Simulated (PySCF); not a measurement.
Calculation: M06-2X/def2-TZVP // B3LYP-D3(BJ)/def2-SVP (PySCF). Gas-phase values, no solvent. Delta-SCF ions had no search for a lower state. 

Reference species (SMILES): `COC` (neutral, multiplicity 1).

```yaml
vertical ionisation energy (Delta-SCF): 10.15 eV
HOMO: -9.04 eV
```

Changed species: `N` (free base NH3; the reference has free base O(CH3)2).

**Question.** What does the change do to the vertical ionisation energy (Delta-SCF) and HOMO?

**Answer.** the vertical ionisation energy (Delta-SCF) rises by 0.85 eV, to 11.00 eV; the HOMO falls by 0.27 eV, to -9.31 eV.
